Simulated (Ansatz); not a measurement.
Ansatz (a quantum-chemistry and plane-wave program) input:

Ansatz 0.2 input:
```yaml
crystal:
  periodic: [false, false, false]
  atoms:
    - {symbol: C, position_ang: [-0.05015708, 0.35171668, -0.13293193]}
    - {symbol: O, position_ang: [0.07910482, 1.50800042, -0.60245729]}
    - {symbol: O, position_ang: [-1.37131244, 0.04398141, 0.37150203]}
    - {symbol: H, position_ang: [-1.86363075, 0.85863097, 0.21194093]}
    - {symbol: C, position_ang: [0.83428641, -0.66139163, -0.01580531]}
    - {symbol: H, position_ang: [0.54829044, -1.60417544, 0.42035930]}
    - {symbol: H, position_ang: [1.84961205, -0.54635713, -0.35758379]}
basis:
  gaussian:
    orbitals: def2-TZVP
hamiltonian:
  xc: b3lyp
  dispersion: d3bj
total_charge: -1
relax: {f_tol: 0.002, max_steps: 150}
```

### Question
What final total energy does it print?

### Answer
-228.58924 Eh (B3LYP-D3(BJ)/def2-TZVP). The basis has 142 functions. The run takes around 30 core-seconds (rough).

It need not be the lowest isomer of its formula. Whether it binds its extra electron was not tested at this geometry.
